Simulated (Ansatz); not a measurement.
fluoromethane (SMILES CF) moved off its minimum; all values from Ansatz (a quantum-chemistry and plane-wave program), cores frozen in correlated methods.
(charge 0, multiplicity 1)
```xyz
5

C     -0.64790     0.10634     0.05683
F      0.72536    -0.14281    -0.07320
H     -0.91144     0.01791     1.12059
H     -0.82673     1.16030    -0.22751
H     -1.15379    -0.59927    -0.57347
```

**Question.** Give the forces (eV/Å), the total energy and the dipole at CCSD(T)/aug-cc-pVTZ.

**Answer.** 
```tsv
atom	Fx	Fy	Fz
C1	0.777	1.005	0.637
F2	-0.236	0.067	0.072
H3	-0.024	-0.290	-0.323
H4	-0.025	-0.555	-0.170
H5	-0.492	-0.227	-0.216
```
Energy -139.5701 hartree, dipole 1.92 D.
